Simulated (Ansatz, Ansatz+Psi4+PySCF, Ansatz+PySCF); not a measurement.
```xyz
2

S     0.0000    0.0000    0.0949
H     0.0000    0.0000   -1.5184
```

Basis set: cc-pVTZ on H; cc-pV(T+d)Z on S (spherical functions). Left uncorrelated: 5 orbitals. Correlation on ROHF uses semicanonical orbitals with singles. Charge 0, multiplicity 2.

Computed with Ansatz (development build ahead of 0.2.0); each method stands on the lowest determinant of its kind that the runs found.

The atomization energy at this shape (free ground-state atoms in the same class of orbitals less the molecule, no zero-point energy) of doublet SH:

| method | atomization energy |
| --- | --- |
| UHF-CCSD(T) | 70.47 kcal/mol |

Problem. What does ROHF-MP2 give?

Solution. 66.63 kcal/mol. Caution: the shape is not the minimum.
